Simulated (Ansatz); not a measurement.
CF2, triplet in cc-pVTZ: errors against UCCSDT(Q)

Geometry: a PBE0/def2-TZVP stationary point for this spin, not checked as a minimum.

| atom | x (Å) | y (Å) | z (Å) |
| --- | --- | --- | --- |
| C | 0.0000 | -0.5009 | 0.0000 |
| F | 0.0000 | 0.1583 | -1.1304 |
| F | 0.0000 | 0.1583 | 1.1304 |

Basis cc-pVTZ; Ansatz 0.2.0. Only valence electrons are correlated (noble-gas cores frozen), which leaves 18 electrons in 87 orbitals. Prefix R: restricted or restricted open-shell reference; prefix U: unrestricted. Active spaces: valence = (18e, 12o) chosen from the atoms' valence shells.

Full CI isn't at hand for all of this; UCCSDT(Q) serves as the reference, and is uncertain by about the last step of the cluster series. The frozen core follows each run's orbitals, which can shift R against U totals by a few meV.

```
UHF ⟨S²⟩                          : 2.008
T1 diagnostic (RCCSD)             : 0.0205
largest doubles amplitude (RCCSD) : 0.027
T1 diagnostic (UCCSD)             : 0.0170
```

| level | E − E(RHF) (eV) |
| --- | --- |
| UHF | -0.1065 |
| RMP2 | -16.4051 |
| UMP2 | -16.4081 |
| RCCSD | -16.6048 |
| UCCSD | -16.6069 |
| RCCSD(T) | -17.1295 |
| UCCSD(T) | -17.1299 |

Problem. Estimate how far UCCSDT(Q) in cc-pVTZ lies from RCCSD(T). The table doesn't fix it; the size of (T) and the diagnostics are the guide.

Solution. UCCSDT(Q) in cc-pVTZ lies 1.30 mEh below RCCSD(T), which is 7 % of the (T) step (-19.28 mEh). The diagnostics are small and one determinant leads, so the series closes fast and only a small part of (T) is left.

The other levels:

```csv
level,E − E(UCCSDT(Q)) (mEh),share of correlation (%),wall time
BCCD(T),1.07,99.83,8 s (H100)
RCCSDT,0.78,99.88,–
UCCSDT,0.75,99.88,–
RCCSDT(Q),0.25,99.96,6 min (H100)
CASSCF (valence space),559.96,11.23,–
NEVPT2 (valence space),70.03,88.90,17 s (H100)
```

The correlation energy at UCCSDT(Q), counted from RHF, is -17.165 eV. That run took 5.1 min on 2 threads of AMD EPYC 7R13 with a shared H100 80 GB, shared host.

Times hold each run's SCF and search for its determinant on a shared host, so for small cases they say little of a method's own cost.

Natural occupations of CASSCF (valence space) about the gap: 1.995 1.981 1.974 1.007 1.004 0.030 0.022; effectively unpaired electrons, Σ n²(2−n)², 2.01.
